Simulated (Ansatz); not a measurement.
```yaml
crystal:
  periodic: [false, false, false]
  atoms:
    - {symbol: As, position_ang: [-0.277267, -0.069496, -0.000621]}
    - {symbol: Be, position_ang: [2.097151, 0.504459, 0.004683]}
    - {symbol: H, position_ang: [-0.634474, 1.424497, -0.000097]}
    - {symbol: H, position_ang: [2.493127, -0.769236, 0.004422]}
basis:
  gaussian: {orbitals: def2-TZVP}
magnetization: {spin_polarized: true, initial_magnetization: 3}
hamiltonian: {xc: pbe0}
relax: {f_tol: 0.004, max_steps: 80}
```

```sh
$ ansatz run in.yaml --threads 1 --pin off --events-out ev --progress --plain --max-ram 2176MiB
```

Steps of the relaxation (energy above the last step; positions in Å, forces in eV/Å):

```
4
step 1, 124.0 meV
As   -0.277   -0.069   -0.001   -0.288   -0.219   -0.001
Be    2.097    0.504    0.005    0.383    0.976    0.002
H    -0.634    1.424    0.000    0.032   -0.044    0.000
H     2.493   -0.769    0.004   -0.127   -0.713   -0.001
```

```
4
step 2, 5.4 meV
As   -0.247   -0.138   -0.001   -0.024   -0.040    0.000
Be    2.179    0.627    0.005    0.080   -0.061    0.000
H    -0.552    1.370    0.000    0.031   -0.019    0.000
H     2.299   -0.769    0.004   -0.087    0.120    0.000
```

```
4
step 3, 4.0 meV
As   -0.215   -0.178   -0.001   -0.029    0.057    0.000
Be    2.188    0.666    0.005   -0.067   -0.112    0.000
H    -0.479    1.337    0.000    0.008   -0.017    0.000
H     2.184   -0.734    0.004    0.088    0.072    0.000
```

```
4
step 6, 0.0 meV
As   -0.246   -0.170   -0.001   -0.001   -0.002    0.000
Be    2.171    0.651    0.005    0.000    0.000    0.000
H    -0.482    1.348    0.000    0.001    0.001    0.000
H     2.236   -0.739    0.004   -0.001    0.001    0.000
```

Close pairs at the end: Be2–H4 1.391 Å, As1–H3 1.536 Å, As1–Be2 2.553 Å.

A stationary point of unrestricted PBE0 after 6 steps, with ⟨S²⟩ = 3.758 against 3.75 for a pure state; no frequencies were run, so it isn't proven a minimum. 20 s on 1 thread of Arm Neoverse V1, shared host.
